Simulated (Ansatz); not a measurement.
**Where CCSD(T) holds and where it slips**

Each species is computed at the geometry given (Å), with frozen cores, in Ansatz 0.2.0: RHF-CCSD(T) for singlets, UHF-CCSD(T) otherwise, and full CI in the same basis. The program picks the determinant by trial CCSD, so it needn't be the lowest Hartree–Fock solution. States: H2B–B B1, HAlB A'', H2O⁺ B1. Cases whose determinant has another symmetry than full CI's state, or whose (Q) step broke down, weren't drawn.

Problem. Judging by size, spin and bonding and the diagnostics given, rank them by the size of CCSD(T)'s error in total energy against full CI in the same basis, smallest first (an estimate).
A. HAlB, doublet, 6-31G: B 0.000 -0.208 1.505; Al 0.000 0.125 -0.545; H 0.000 -1.123 -1.547. T1 0.073, (T) -85 meV in a correlation energy of -2.16 eV
B. H2B–B, triplet, 6-31G: B 0.000 0.000 0.676; B 0.000 0.000 -0.909; H 0.000 1.048 1.254; H 0.000 -1.048 1.254. T1 0.030, (T) -70 meV in a correlation energy of -2.78 eV
C. H₂O⁺, doublet, cc-pVDZ: O 0.000 -0.111 0.000; H 0.000 0.883 -1.415; H 0.000 0.883 1.415. T1 0.113, (T) -143 meV in a correlation energy of -4.73 eV

Solution. B (28.8 meV), A (107.7 meV), C (160.4 meV).

| species | basis | correlated electrons | CCSD(T) − full CI (meV) | CCSDT(Q) − full CI (meV) | unpaired electrons (full CI) | T1 | ⟨S²⟩ of the determinant |
| --- | --- | --- | --- | --- | --- | --- | --- |
| H2B–B, triplet | 6-31G | 8 | 28.8 | 0.4 | 2.04 | 0.030 | 2.00 |
| HAlB, doublet | 6-31G | 7 | 107.7 | 5.2 | 1.56 | 0.073 | 1.66 |
| H2O⁺, doublet | cc-pVDZ | 7 | 160.4* | -0.5 | 1.30 | 0.113 | 1.84 |

Unpaired electrons are Σ n²(2−n)² over natural occupations; an open shell counts its own unpaired electrons too. Frozen cores follow each run's orbitals, which moves totals by a few meV. An asterisk marks runs whose energy the program itself flagged as in doubt.
